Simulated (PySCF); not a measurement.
BeH, SMILES [BeH+], charge +1.

Geometry optimised at PBE0-D3(BJ)/def2-TZVPD. The spin state was assumed, not searched.

All values below come from PySCF with TDDFT-PBE0/def2-TZVPD.

Vertical excitations; the highest root listed may be one member of a degenerate set.  State labels are in the subgroup C2v.

Question: Estimate the UV-visible absorptions. (The exact figures need the calculation; the answer reports its results.)

Answer: 
| state | symmetry | energy (eV) | λ (nm) | f | main pairs |
|---|---|---|---|---|---|
| S1 | A1 | 5.42 | 229 | 0.132 | HOMO→LUMO 100 % |
| S2 | B1 | 7.53 | 165 | 0.237 | HOMO→LUMO+1 (degenerate set) |
| S3 | B2 | 7.53 | 165 | 0.237 | HOMO→LUMO+2 (degenerate set) |
| S4 | A1 | 12.82 | 97 | 0.010 | HOMO→LUMO+3 98 % |
| S5 | A1 | 13.47 | 92 | 0.018 | HOMO→LUMO+4 94 % |
| S6 | B1 | 13.63 | 91 | 0.015 | HOMO→LUMO+5 (degenerate set) |
| S7 | B2 | 13.63 | 91 | 0.015 | HOMO→LUMO+6 (degenerate set) |
| S8 | A1 | 13.73 | 90 | 0.226 | HOMO→LUMO+7 92 % |
| S9 | B2 | 15.18 | 82 | 0.163 | HOMO→LUMO+9 (degenerate set) |
| S10 | B1 | 15.18 | 82 | 0.163 | HOMO→LUMO+8 (degenerate set) |
| T1 | A1 | 3.80 | 326 | 0 | HOMO→LUMO 99 % |
| T2 | B2 | 5.72 | 217 | 0 | HOMO→LUMO+2 (degenerate set) |
| T3 | B1 | 5.72 | 217 | 0 | HOMO→LUMO+1 (degenerate set) |
| T4 | A1 | 11.65 | 106 | 0 | HOMO→LUMO+7 71 %, HOMO→LUMO+3 20 % |
Triplets are in the Tamm–Dancoff approximation, which puts them higher than full response would, so one can lie above its singlet here.
